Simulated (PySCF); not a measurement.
Two species compared at the same levels of theory.

First species: C4H7ClO.
Cartesian coordinates in Å at the PBE0-D3(BJ)/def2-TZVP level; atoms count from 1:
```xyz
13
C4H7ClO angstrom
C      0.899   -0.839   -0.627
C      0.044   -0.063    0.376
C     -1.440   -0.184    0.075
C      0.460    1.385    0.376
O     -0.134    2.306   -0.060
Cl     2.070    1.635    1.134
H      0.609   -1.891   -0.610
H      1.961   -0.770   -0.389
H      0.743   -0.460   -1.639
H      0.262   -0.445    1.378
H     -2.041    0.374    0.794
H     -1.738   -1.234    0.116
H     -1.667    0.200   -0.920
```

Second species: acrylamide, C₃H₅NO.
Numbering: `[CH2:1]=[CH:2][C:3]([NH2:4])=[O:5]` (hydrogens: H6, H7 on C1; H8 on C2; H9, H10 on N4)

Geometry (PBE0-D3(BJ)/def2-TZVP, Å), atoms numbered from 1 in this order:
```xyz
10
C3H5NO angstrom
C     -1.6278   -0.4787    0.6100
C     -0.5260   -0.4704   -0.1249
C      0.5429    0.5346    0.1316
N      1.6258    0.4220   -0.6808
O      0.4580    1.3917    0.9868
H     -1.7468    0.2549    1.4000
H     -2.4199   -1.1988    0.4458
H     -0.3792   -1.1911   -0.9246
H      1.7220   -0.3289   -1.3383
H      2.4024    1.0411   -0.5277
```

Levels: B97-2/pcSseg-2 for dipole moment, HOMO energy, LUMO energy and HOMO–LUMO gap; PBE0-D3(BJ)/def2-TZVP for rotational constant A and rotational constant C. Geometries: PBE0-D3(BJ)/def2-TZVP. Each species is one conformer at its optimised geometry, gas phase, non-relativistic unless stated. Electronic properties by PySCF.

Dipoles, sizes and rotational constants follow the conformer. The torsions of the flexible species, by atom-mapped SMILES:
- `[CH3:1][CH:2]([CH3:3])[C:4](=[O:5])[Cl:6]`: C1–C2–C4–O5 108°
- `[CH2:1]=[CH:2][C:3]([NH2:4])=[O:5]`: C1–C2–C3–N4 179°, H–N4–C3–C2 -5°, H–N4–C3–C2 -177°

Values for the first species:

| Property | Result |
| --- | --- |
| Dipole moment | 3.04 D |
| HOMO energy | -8.16 eV |
| LUMO energy | -1.07 eV |
| HOMO–LUMO gap | 7.09 eV |
| Rotational constant A | 4.425 GHz |
| Rotational constant C | 1.600 GHz |

Task: Estimate the same properties for the second species, and the change in each.

Result: 
```json
{"property": "dipole moment", "first": "3.04 D", "second": "3.65 D", "second less first": "+0.61 D"}
{"property": "HOMO energy", "first": "-8.16 eV", "second": "-7.20 eV", "second less first": "+0.96 eV"}
{"property": "LUMO energy", "first": "-1.07 eV", "second": "-1.18 eV", "second less first": "-0.11 eV"}
{"property": "HOMO–LUMO gap", "first": "7.09 eV", "second": "6.02 eV", "second less first": "-1.07 eV"}
{"property": "rotational constant A", "first": "4.425 GHz", "second": "10.821 GHz", "second less first": "+6.396 GHz"}
{"property": "rotational constant C", "first": "1.600 GHz", "second": "3.063 GHz", "second less first": "+1.463 GHz"}
```

On the first: A dipole of 3.04 D is allowed in C1, and pure rotational transitions are dipole-allowed. The dipole matches unit charges of opposite sign 0.63 Å apart (1 e·Å = 4.8032 D). Geometry: PBE0-D3(BJ)/def2-TZVP, one conformer, isolated molecule.

On the second: The dipole matches unit charges of opposite sign 0.76 Å apart (1 e·Å = 4.8032 D). The structure is a single PBE0-D3(BJ)/def2-TZVP conformer in the gas phase; no vibrational or solvent corrections.
